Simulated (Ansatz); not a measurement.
Reaction (SMILES): P#P (P2) + 3 [H][H] (H2) → 2 P (PH3)
B3LYP-D3(BJ)/def2-TZVP geometries, fixed; electronic energies without zero-point terms.
Largest species:
```
P
H 1 1.4188
H 1 1.4188 2 93.38
H 1 1.4188 2 93.38 3 93.59
```

The energy of full hydrogenation at MP2 with Ansatz (a first-principles code), in kcal/mol, split into its Hartree-Fock and correlation parts. Cores are frozen. A restricted Hartree-Fock determinant is unstable towards unrestricted orbitals. No added dispersion term, no relativity. Functions are those of the species that has most.

| basis | X | functions | Hartree-Fock | MP2 |
|---|---|---|---|---|
| aug-cc-pV(D+d)Z | 2 | 64 | -57.69 | -36.56 |
| aug-cc-pV(T+d)Z | 3 | 124 | -54.91 | -34.65 |
| aug-cc-pV(Q+d)Z | 4 | 227 | -55.14 | -34.10 |

Worked estimate of the basis-set limit from each neighbouring pair, with Hartree-Fock from the larger set and the correlation part extrapolated as X^-3.
Correlation parts: X = 2: 21.13, X = 3: 20.26, X = 4: 21.04.
- (2,3): (27·(20.26) - 8·(21.13))/19 = 19.89; with Hartree-Fock -54.91 the estimate is -35.02 kcal/mol.
- (3,4): (64·(21.04) - 27·(20.26))/37 = 21.61; with Hartree-Fock -55.14 the estimate is -33.53 kcal/mol.
The last two estimates differ by 1.49 kcal/mol; the largest set lies 0.57 from the last. Over the last step Hartree-Fock moves by -0.23 and the correlation part by 0.78.
